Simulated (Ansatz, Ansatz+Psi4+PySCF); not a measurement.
```json
{"atom": "B", "x (Å)": "0.0000", "y (Å)": "0.0000", "z (Å)": "0.0000"}
{"atom": "H", "x (Å)": "1.3031", "y (Å)": "0.0000", "z (Å)": "0.0000"}
{"atom": "H", "x (Å)": "-0.6515", "y (Å)": "1.1285", "z (Å)": "0.0000"}
{"atom": "H", "x (Å)": "-0.6515", "y (Å)": "-1.1285", "z (Å)": "0.0000"}
```

Basis set: cc-pVTZ (spherical functions). Frozen core: 1 orbital. Charge 0, multiplicity 1.

Computed with Ansatz (development build ahead of 0.2.0); each method stands on the lowest determinant of its kind that the runs found. Restricted open shells among the atoms or ions are ROHF, correlated in semicanonical orbitals with singles.

The atomization energy at this shape (free ground-state atoms in the same class of orbitals less the molecule, no zero-point energy) of singlet BH3:

```tsv
method	atomization energy
RHF-MP2	11.49 eV
```

(1) What does RHF give?

Results:

(1) 9.70 eV. Caution: the shape is not the minimum.
